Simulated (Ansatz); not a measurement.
# NO2 (nitrogen dioxide) at 6 levels

We compute a comparison of 6 runs (UHF/STO-3G, UBHLYP/STO-3G, UBLYP/STO-3G, UHSE06/STO-3G, UPBE0/STO-3G, UCCSD/STO-3G) of NO2 (nitrogen dioxide). 

The results are computed with Ansatz 0.2.0.

45 further runs of the same task are left out: 11 that didn't finish, 34 set aside as unsound or not needed.

**1. The system as given**

NO2 has 3 atoms, charge 0, and is taken as a doublet. SMILES: `[O]N=O`. The O3–N2 distance was set to 2.957 Å, away from the relaxed value. At this shape a bond of the SMILES string is far longer than usual.

Bond lengths: O1–N2 1.183 Å.

**2. The energy at UHF/STO-3G (run 1)**

in.yaml

```yaml
crystal:
  periodic: [false, false, false]
  atoms:
    - {symbol: O, position_ang: [-0.271982, -2.732811, -0.436122]}
    - {symbol: "N", position_ang: [-0.747212, -1.659731, -0.582632]}
    - {symbol: O, position_ang: [0.055690, 1.091300, 0.145270]}
basis:
  gaussian:
    orbitals: STO-3G
hamiltonian:
  xc: hf
accuracy: high
total_charge: 0
magnetization:
  spin_polarized: true
  initial_magnetization: 1
```

Command:

```sh
$ ansatz run in.yaml --threads 1 --pin off --max-ram 3480MiB --events-out events.jsonl --progress --plain --runs-dir runs
```

What it wrote:

```text
Warning: RAYON_NUM_THREADS=1 ignored (pool sized by the plan → 1); use --threads N
Functional definition: HF
  name "HF"
  exchange = exact_x
  correlation = 0
229 factors; integrals over basis functions are off by at most 3.7e-8 eV
mean field evaluation 1: about -5463.3716 eV, gradient 7.6e0 eV
mean field evaluation 2: about -5463.3731 eV, gradient 7.6e0 eV
mean field evaluation 4: about -5463.4059 eV, gradient 6.6e0 eV
mean field evaluation 8: about -5367.0492 eV, gradient 6.4e1 eV
mean field evaluation 16: about -5476.2084 eV, gradient 1.2e1 eV
mean field evaluation 32: about -5478.8440 eV, gradient 3.6e-3 eV
mean field evaluation 64: about -5349.1382 eV, gradient 2.0e1 eV
mean field evaluation 96: about -5478.8441 eV, gradient 5.0e-3 eV
mean field evaluation 128: about -5478.8421 eV, gradient 9.1e-3 eV
mean field evaluation 160: about -5478.5729 eV, gradient 3.1e-1 eV
mean field evaluation 192: about -5478.4267 eV, gradient 7.6e0 eV
mean field evaluation 224: about -5477.2595 eV, gradient 5.7e-1 eV
mean field evaluation 256: about -5477.0727 eV, gradient 1.5e0 eV
mean field evaluation 288: about -5478.8431 eV, gradient 2.9e-2 eV
mean field evaluation 320: about -5478.5645 eV, gradient 9.3e-1 eV
mean field evaluation 352: about -5477.2693 eV, gradient 9.6e-1 eV
mean field evaluation 384: about -5477.2167 eV, gradient 2.7e0 eV
mean field evaluation 416: about -5474.6405 eV, gradient 2.8e0 eV
mean field evaluation 448: about -5477.5533 eV, gradient 8.5e-3 eV
mean field evaluation 480: about -5477.5544 eV, gradient 7.8e-4 eV
mean field -5478.84511202 eV, -201.3438441720 hartree, gradient 4.4e-9 eV, S^2 2.104295; 8 other end points of the search recorded, 0 dependent functions left out
reference -5478.84511202 eV, -201.3438441720 hartree; 12, 11 occupied and 3, 4 virtual orbitals, 229 factors
Total energy: -5478.84511202 eV, -201.3438441720 hartree
```

Run time: 0.65 s. Hardware: 1 thread of Arm Neoverse V1, shared host.

**3. The energy at UBHLYP/STO-3G (run 2)**

run.yaml

```yaml
crystal:
  periodic: [false, false, false]
  atoms:
    - {symbol: O, position_ang: [-0.271982, -2.732811, -0.436122]}
    - {symbol: "N", position_ang: [-0.747212, -1.659731, -0.582632]}
    - {symbol: O, position_ang: [0.055690, 1.091300, 0.145270]}
basis:
  gaussian: {orbitals: STO-3G}
magnetization: {spin_polarized: true, initial_magnetization: 1}
hamiltonian: {xc: {name: BHLYP}}
accuracy: high
```

Command:

```sh
$ ansatz run run.yaml --threads 1 --pin off --max-ram 3480MiB --events-out events.jsonl --progress --plain --runs-dir runs
```

What it wrote:

```text
Warning: RAYON_NUM_THREADS=1 ignored (pool sized by the plan → 1); use --threads N
Functional definition: BHLYP
  name "BHLYP"
  parameter a = 0.5
  exchange = (1 - a)*b88_x + a*exact_x
  correlation = lyp_c
229 factors; integrals over basis functions are off by at most 3.7e-8 eV
mean field evaluation 1: about -5485.4992 eV, gradient 7.2e0 eV
mean field evaluation 2: about -5251.6247 eV, gradient 3.1e1 eV
mean field evaluation 4: about -5485.6150 eV, gradient 4.7e0 eV
mean field evaluation 8: about -5485.9595 eV, gradient 5.4e0 eV
mean field evaluation 16: about -5499.7414 eV, gradient 7.1e-2 eV
mean field evaluation 32: about -5372.7253 eV, gradient 3.7e1 eV
mean field evaluation 64: about -5499.7425 eV, gradient 1.1e-8 eV
mean field -5499.74248735 eV, -202.1118085507 hartree, gradient 1.1e-8 eV, S^2 1.750245; 4 other end points of the search recorded, 0 dependent functions left out
reference -5499.74250056 eV, -202.1118090363 hartree; 12, 11 occupied and 3, 4 virtual orbitals, 229 factors
Total energy: -5499.74250056 eV, -202.1118090363 hartree
```

Run time: 9 s. Hardware: 1 thread of Arm Neoverse V1, shared host; peak memory 0.11 GiB.

Runs 3 to 4 aren't shown in full; the table further down has their settings and results.

**4. The energy at UPBE0/STO-3G (run 5)**

in.yaml

```yaml
crystal:
  periodic: [false, false, false]
  atoms:
    - {symbol: O, position_ang: [-0.271982, -2.732811, -0.436122]}
    - {symbol: N, position_ang: [-0.747212, -1.659731, -0.582632]}
    - {symbol: O, position_ang: [0.055690, 1.091300, 0.145270]}
basis:
  gaussian:
    orbitals: STO-3G
hamiltonian:
  xc: {name: PBE0}
magnetization:
  spin_polarized: true
  initial_magnetization: 1
accuracy: high
```

Command:

```sh
$ ansatz run in.yaml --threads 1 --pin off --max-ram 3480MiB --events-out events.jsonl --progress --plain --runs-dir runs
```

What it wrote:

```text
Warning: RAYON_NUM_THREADS=1 ignored (pool sized by the plan → 1); use --threads N
Functional definition: PBE0
  name "PBE0"
  parameter a = 0.25
  parameter kappa = 0.804
  parameter beta = 0.06672455060314922
  exchange = (1 - a)*pbe_x(kappa = kappa, mu = beta*pi^2/3) + a*exact_x
  correlation = pbe_c(beta = beta)
229 factors; integrals over basis functions are off by at most 3.7e-8 eV
mean field evaluation 1: about -5482.2108 eV, gradient 1.1e1 eV
mean field evaluation 2: about -5245.7515 eV, gradient 1.7e1 eV
mean field evaluation 4: about -5482.6516 eV, gradient 7.3e0 eV
mean field evaluation 8: about -5483.1885 eV, gradient 7.2e0 eV
mean field evaluation 16: about -5496.5346 eV, gradient 6.9e-4 eV
mean field evaluation 32: about -5365.0551 eV, gradient 2.0e1 eV
mean field evaluation 64: about -5496.5153 eV, gradient 1.9e-1 eV
mean field -5496.53457340 eV, -201.9939198874 hartree, gradient 4.0e-8 eV, S^2 1.746251; 4 other end points of the search recorded, 0 dependent functions left out
reference -5496.53457411 eV, -201.9939199136 hartree; 12, 11 occupied and 3, 4 virtual orbitals, 229 factors
Total energy: -5496.53457411 eV, -201.9939199136 hartree
```

Wall time 6.9 s (1 thread of Arm Neoverse V1, shared host); peak memory 0.11 GiB.

**5. The energy at UCCSD/STO-3G (run 6)**

run.yaml

```yaml
basis:
  gaussian: {orbitals: STO-3G}
crystal:
  periodic: [false, false, false]
  atoms:
    - symbol: O
      position_ang: [-0.271982, -2.732811, -0.436122]
    - symbol: "N"
      position_ang: [-0.747212, -1.659731, -0.582632]
    - symbol: O
      position_ang: [0.055690, 1.091300, 0.145270]
scf: {omitted_lower_state_checks: [cluster_reference, increment]}
accuracy: high
magnetization: {spin_polarized: true, initial_magnetization: 1}
correlation: {method: ccsd, frozen_orbitals: {"N": 1, O: 1}}
```

Command:

```sh
$ ansatz run run.yaml --threads 1 --pin off --max-ram 3480MiB --events-out events.jsonl --progress --plain --runs-dir runs
```

What it wrote:

```text
Warning: RAYON_NUM_THREADS=1 ignored (pool sized by the plan → 1); use --threads N
[... 24 lines left out ...]
3 core orbitals not correlated: weight in the atoms' cores, before any rotation towards them, 1.000 or more for the frozen orbitals, at most 0.000 for the correlated occupied ones
[... 203 lines left out ...]
Total energy: -5482.32212344 eV, -201.4716219848 hartree
Checks for a lower state left out: cluster_reference, increment
```

It took 1.8 s on 1 thread of Arm Neoverse V1, shared host.

**6. All runs side by side**

| run | level | frozen core orbitals | energy (Eh) | ⟨S²⟩ | wall time |
| --- | --- | --- | --- | --- | --- |
| 1 | UHF/STO-3G | – | -201.343844 | 2.104 | 0.65 s |
| 2 | UBHLYP/STO-3G | – | -202.111809 | 1.750 | 9 s |
| 3 | UBLYP/STO-3G | – | -202.110293 | 1.726 | 34 s |
| 4 | UHSE06/STO-3G | – | -201.985651 | 1.746 | 14 s |
| 5 | UPBE0/STO-3G | – | -201.993920 | 1.746 | 6.9 s |
| 6 | UCCSD/STO-3G | 3 | -201.471622 | 2.104 | 1.8 s |

**7. What came out**

| quantity | value |
| --- | --- |
| run 6: total energy | -201.47162 Eh |
| run 6: correlation energy (3 core orbitals frozen) | -127.8 mEh |
| run 6: ⟨S²⟩ of the reference determinant | 2.104 |
| run 6: T1 diagnostic | 0.065 |

Totals of different functionals can't be ranked against each other. In runs 1, 2, 3, 4, 5, 6 the basis is minimal, so the values are rough. Spin contamination of the reference: run 1 ⟨S²⟩ = 2.10, run 6 ⟨S²⟩ = 2.10, run 2 ⟨S²⟩ = 1.75, run 5 ⟨S²⟩ = 1.75, run 4 ⟨S²⟩ = 1.75, run 3 ⟨S²⟩ = 1.73. Where it is this large, the reference is a mixture of spin states, and values that rest on it are in doubt. All runs together took 66 s, the longest 34 s.
